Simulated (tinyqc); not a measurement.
Inside a calculation. Method: Pariser-Parr-Pople SCF with singles CI, for the molecule C=C1C=C1 (SMILES; centres numbered as the heavy atoms are written). Computed by tinyqc, a small Python program that keeps every step. Settings: charge = 0, gamma = MN, start = huckel, damping = 0, iteration cap = 66, excitations kept = 9. Command: `OMP_NUM_THREADS=1 python tinyqc.py 20698 20699 out.jsonl` (the two numbers bound the seeds that draw the settings). One thread of a shared host (Intel(R) Xeon(R) Processor @ 2.60GHz), about 0.01 s of CPU time with the checks. Later iterations appear only in the table of the cycle.

## PPP integrals

Centres (angstrom, eV; a flat drawing with bonds scaled to 1.40 angstrom):
```
centre          x          y  core charge z          W   gamma_rr
1C       1.656000   0.000000              1  11.160000  11.130000
2C       0.256000   0.000000              1  11.160000  11.130000
3C      -0.956000   0.700000              1  11.160000  11.130000
4C      -0.956000  -0.700000              1  11.160000  11.130000
```

Resonance integrals (eV):
```
i  j       beta
1  2  -2.390000
2  3  -2.390000
3  4  -2.390000
4  2  -2.390000
```

Mataga-Nishimoto: gamma = 14.399645/(R + a), a = 2 x 14.399645/(gamma_rr + gamma_ss); H_rr = -W_r - sum_(s != r) z_s gamma_rs; H_rs = beta for bonds.

repulsion gamma_rs (eV), lower triangle:
```
           1C         2C         3C         4C
1C  11.130000
2C   5.345539  11.130000
3C   3.601766   5.346287  11.130000
4C   3.601766   5.346287   5.345539  11.130000
```

core matrix H (eV), lower triangle:
```
            1C          2C          3C          4C
1C  -23.709071
2C   -2.390000  -27.198114
3C    0.000000   -2.390000  -25.453592
4C    0.000000   -2.390000   -2.390000  -25.453592
```

## Starting guess

pi electrons, sum of z_r less the charge = 4

Orbitals of the Hueckel matrix of the beta values.

P at the start, lower triangle:
```
           1C        2C        3C        4C
1C   1.488056
2C   0.758288  0.876828
3C  -0.305614  0.452674  0.817558
4C  -0.305614  0.452674  0.817558  0.817558
```

## Iteration 1: Fock matrix

F_rr = H_rr + P_rr gamma_rr / 2 + sum_(s != r) P_ss gamma_rs; F_rs = H_rs - P_rs gamma_rs / 2; E = tr P (H + F) / 2 + core repulsion sum_(r<s) z_r z_s gamma_rs.

F (eV), lower triangle:
```
           1C         2C         3C         4C
1C  -4.851616
2C  -4.416730  -5.622305
3C   0.550375  -3.600063  -6.486190
4C   0.550375  -3.600063  -4.575144  -6.486190
```

pi energy = -49.779690 eV

## Iteration 1: orbitals and new P

Diagonalise F (the basis is taken as orthonormal) and form P = 2 sum c c over the lowest orbitals.

orbital energies (eV): -14.431328  -7.798960  -1.911046  0.695033

P after iteration 1, lower triangle:
```
           1C        2C        3C        4C
1C   1.247403
2C   0.869958  0.994380
3C  -0.301633  0.348670  0.879108
4C  -0.301633  0.348670  0.879108  0.879108
```

## Iteration 2: Fock matrix

As before.

F (eV), lower triangle:
```
           1C         2C         3C         4C
1C  -5.119089
2C  -4.715196  -5.596414
3C   0.543206  -3.322046  -6.052950
4C   0.543206  -3.322046  -4.739654  -6.052950
```

pi energy = -50.155662 eV

## Iteration 2: orbitals and new P

As before.

orbital energies (eV): -13.986818  -8.226048  -1.313296  0.704759

P after iteration 2, lower triangle:
```
           1C        2C        3C        4C
1C   1.232135
2C   0.881373  0.988340
3C  -0.290942  0.333950  0.889763
4C  -0.290942  0.333950  0.889763  0.889763
```

## Iteration 3: Fock matrix

As before.

F (eV), lower triangle:
```
           1C         2C         3C         4C
1C  -5.159597
2C  -4.745707  -5.597724
3C   0.523953  -3.282697  -6.023992
4C   0.523953  -3.282697  -4.768130  -6.023992
```

pi energy = -50.164091 eV

## Iteration 3: orbitals and new P

As before.

orbital energies (eV): -13.957921  -8.269723  -1.255862  0.678201

P after iteration 3, lower triangle:
```
           1C        2C        3C        4C
1C   1.229787
2C   0.883834  0.985783
3C  -0.288128  0.330632  0.892215
4C  -0.288128  0.330632  0.892215  0.892215
```

## Convergence

Stop when output and input P, before any damping, agree to 1e-7.

Course of the cycle:
```
iteration        E (eV)  largest |P(out) - P(in)|
1          -49.77969035                  2.41e-01
2          -50.15566197                  1.53e-02
3          -50.16409130                  3.32e-03
4          -50.16458150                  8.26e-04
5          -50.16461152                  2.06e-04
6          -50.16461337                  5.12e-05
7          -50.16461348                  1.27e-05
8          -50.16461349                  3.17e-06
9          -50.16461349                  7.88e-07
10         -50.16461349                  1.96e-07
11         -50.16461349                  4.88e-08
```

Converged in 11 iterations.

## Converged orbitals

Charges are z - P_rr.

orbital energies (eV): -13.951544  -8.282175  -1.240997  0.668964

coefficients:
```
         MO1        MO2        MO3        MO4
1C  0.244924   0.744658   0.000000  -0.620883
2C  0.572655   0.405641   0.000000   0.712405
3C  0.553208  -0.374793   0.707107  -0.231282
4C  0.553208  -0.374793  -0.707107  -0.231282
```

pi charges: 1C -0.229007, 2C 0.015043, 3C 0.106982, 4C 0.106982

## Singles CI, singlets

Over the 4 single excitations with the smallest orbital gaps: A = (e_a - e_i) delta + 2 (ia|jb) - (ij|ab), with (pq|rs) = sum c_mp c_mq gamma_mn c_nr c_ns. f = 2/3 w |mu|^2 in atomic units, mu = sqrt2 sum c_ia sum_m c_mi c_ma R_m.

singlet CI matrix (eV), lower triangle:
```
           2>3       2>4       1>3        1>4
2>3   3.475008
2>4   0.000000  6.263513
1>3  -0.881478  0.000000  9.239638
1>4   0.000000  0.395071  0.000000  10.711496
```

singlet excitation energies (eV): 3.343232  6.228695  9.371414  10.746313

oscillator strengths: 0.047843  0.811022  0.583433  0.000877

## Singles CI, triplets

Over the 4 single excitations with the smallest orbital gaps: A = (e_a - e_i) delta - (ij|ab), with (pq|rs) = sum c_mp c_mq gamma_mn c_nr c_ns.

triplet CI matrix (eV), lower triangle:
```
          2>3        2>4       1>3       1>4
2>3  1.849924
2>4  0.000000   2.091284
1>3  1.517205   0.000000  5.699097
1>4  0.000000  -1.204928  0.000000  8.411469
```

triplet excitation energies (eV): 1.323808  1.869360  6.225213  8.633393
